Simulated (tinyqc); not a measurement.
Inside a calculation. Method: geometry optimisation on the PBE/sto-3g surface (energies and gradients from PySCF), for H2O, spin multiplicity 1. One step of it, computed by the program tinyqc.

Question. Step 3: move. Quasi-Newton step p = -H^(-1) g (the inverse Hessian comes from BFGS updates; coordinates in the order x, y, z of each atom); steps longer than 0.1 bohr are cut back.

positions after step 2 (bohr):
```
            x          y          z
1O   0.068466   0.012342  -0.105326
2H   0.105627   1.424673   1.256621
3H  -0.073923  -1.389785   1.280770
```

gradient (hartree/bohr):
```
              x            y            z
1O   0.00099498   0.00480687  -0.01805618
2H  -0.00087178  -0.00966438   0.00671635
3H  -0.00012877   0.00486734   0.01134121
```

inverse Hessian in use (bohr^2/hartree), lower triangle:
```
           1          2          3          4          5         6         7         8
1   0.999658
2  -0.005225   0.970402
3   0.000201   0.087374   1.141580
4  -0.001512   0.003336   0.045285   1.007187
5  -0.022068   0.035405   0.638756   0.097852   2.328715
6   0.002889  -0.028291  -0.123367  -0.025388  -0.351487  1.080075
7   0.001851   0.001908  -0.045375  -0.005654  -0.075491  0.022431  1.003785
8   0.027296  -0.005834  -0.726273  -0.101216  -1.364512  0.379867  0.073607  2.370764
9  -0.003087  -0.059087  -0.018288  -0.019909  -0.287427  0.043333  0.022953  0.346568

          9
9  0.974989
```

Give: positions after step 3.

Answer.

positions after step 3 (bohr):
```
          x        y        z
1O   0.0672   0.0105  -0.0744
2H   0.1091   1.4709   1.2415
3H  -0.0761  -1.4342   1.2649
```
